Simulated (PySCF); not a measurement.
## Worked example for ethyl iodide: homolysis of bond C1–C2

Structure: `CCI` (C2H5I). Non-hydrogen atoms are numbered in `[CH3:1][CH2:2][I:3]`.

Level of theory: PBE0-D3(BJ)/def2-TZVP single points in PySCF, grid level 2; every species was optimised with PBE0-D3(BJ)/def2-SVP. Zero-point and thermal terms (298.15 K, 1 bar) come from unscaled PBE0-D3(BJ)/def2-SVP harmonic frequencies, with soft modes damped to free rotors in the entropy.

Step: `CCI` → CH3• + `[CH2]I`.

```
species  charge  multiplicity       E / Eh
    CCI       0             1  -376.879174
   CH3•       0             2   -39.799504
 [CH2]I       0             2  -336.928769
```

Thermal terms, products less reactant: Δ(H − E) = -28.33 kJ/mol, Δ(G − E) = -78.49 kJ/mol. 1 Eh = 2625.50 kJ/mol.

What are ΔE, ΔH and ΔG of this step?

ΔE = 0.150901 Eh = 396.19 kJ/mol; ΔH = 367.9 kJ/mol; ΔG = 317.7 kJ/mol, all in the gas phase at 298.15 K and 1 bar. The digits show the arithmetic; the method itself can be off by 10 kJ/mol or more.

Known limits: spin-orbit coupling is left out of the energies, which matters for open shells on the heavier atoms; atoms past Kr carry effective core potentials.
